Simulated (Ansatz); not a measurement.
For 1T (CdI2-type) TiSe₂ (undistorted form, which takes a superstructure on cooling), rVV10 in Ansatz (PAW) gives:

| Quantity | Result |
|---|---|
| lattice constant a | 3.581 Å |
| lattice parameter c | 6.061 Å |

Question: What does HSE06-D3(BJ) in Ansatz (plane waves, PAW) give for the same quantities?

Answer: 
- lattice constant a: 3.474 Å (drops by 3.0 %)
- lattice parameter c: 5.792 Å (decreases by 4.4 %)

For comparison: lattice constant a 3.536 Å (measured, temperature not stated, not corrected to a static lattice; as tabulated in Björkman (2014), arXiv:1406.2436); lattice parameter c 5.996 Å (measured, temperature not stated, zero-point anharmonic expansion removed (computed with revB86b-DF2); no thermal correction; as tabulated in Björkman (2014), arXiv:1406.2436).

Changes are worked out from the printed values.

Unless a cell is named, each level is at its own relaxed cell (rVV10 22.43, HSE06-D3(BJ) 20.18 Å³/atom).

Caveats: exact exchange on metals is sensitive to the k mesh and can open a false gap (HSE06-D3(BJ)); the run warned that the count of filled bands differs between k points (HSE06-D3(BJ)). Ansatz's density-functional and Hartree–Fock values are scalar-relativistic unless marked +SOC, with PAW data made under PBE.

Ansatz is an electronic-structure program.
